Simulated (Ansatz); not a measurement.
# [H···H···O], triplet: reading a ladder of total energies

Geometry: a point of a hydrogen-transfer path between rigid fragments, not a stationary point.

```xyz
3

H     0.0000    0.0000   -0.9763
H     0.0000    0.0000   -0.2833
O     0.0000    0.0000    1.2597
```

Basis 6-31G; Ansatz 0.2.0. Correlated methods freeze the noble-gas cores, which leaves 8 electrons in 12 orbitals. R marks a restricted (for open shells ROHF) determinant, U an unrestricted one.

Full CI is exact within this basis and frozen core; it isn't the basis-set limit. The frozen core follows each run's orbitals, which can shift R against U totals by a few meV.

Runs differ by some tens of microhartree through their thresholds and, for an open shell, their frozen cores, so steps under 0.1 kcal/mol mean nothing.

```json
{"level": "UHF", "total energy (hartree)": "-75.882240"}
{"level": "UMP2", "total energy (hartree)": "-75.951246"}
{"level": "UCCSD", "total energy (hartree)": "-75.966741"}
{"level": "UCCSD(T)", "total energy (hartree)": "-75.967278"}
{"level": "UCCSDT", "total energy (hartree)": "-75.967386"}
{"level": "UCCSDT(Q)", "total energy (hartree)": "-75.967426"}
{"level": "UCCSDTQ", "total energy (hartree)": "-75.967430"}
{"level": "full CI", "total energy (hartree)": "-75.967393"}
```

**Question.** What is the correlation energy at full CI, and what share of it do UMP2 and UCCSD(T) recover?

**Answer.** E(corr) = -75.967393 − (-75.882240) = -0.085153 hartree = -2.317 eV. UMP2: -0.069006 / -0.085153 = 81.04 %. UCCSD(T): -0.085038 / -0.085153 = 99.86 %.

**Question.** By how many kcal/mol does UCCSD(T) miss full CI (1 hartree = 627.509 kcal/mol), and which steps make up the rest?

**Answer.** -75.967278 − (-75.967393) = 0.000115 hartree = 0.07 kcal/mol. Steps: UCCSDT − UCCSD(T) = -0.07, UCCSDT(Q) − UCCSDT = -0.03, UCCSDTQ − UCCSDT(Q) = 0.00, full CI − UCCSDTQ = 0.02 kcal/mol. That is within 1 kcal/mol of the reference in this basis, which itself misses far more of the correlation at the basis-set limit.
